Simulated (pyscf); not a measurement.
Thermochemistry of product channels of H₃C–SiH₂–CH₃ + Cl• on the doublet surface, in kcal/mol, from ωB97M-D3(BJ)/def2-TZVP energies (ideal gas, 1 atm, RRHO with modes under 100 cm⁻¹ raised to 100, one conformer, R ln 2 for rigid chiral ones). PySCF, gas phase, ωB97X-D3(BJ)/def2-SVP geometries.

| products | ΔE | ΔH(298 K) | ΔG(600 K) | ΔG(900 K) |
|---|---|---|---|---|
| CH₃• + H₃C–SiH₂–Cl | ? | -22.5 | -27.9 | -30.5 |
| H₃C–Si•(CH₃)–Cl + H₂ | -29.3 | -31.4 | -34.0 | ? |

**Question.** Some entries are withheld; supply them.

**Answer.** 
- CH₃• + H₃C–SiH₂–Cl, ΔE: -19.8
- H₃C–Si•(CH₃)–Cl + H₂, ΔG(900 K): -35.8

These are energies of the channels, which say nothing of barriers. Left out: orbital degeneracy and the spin-orbit lowering of Cl.
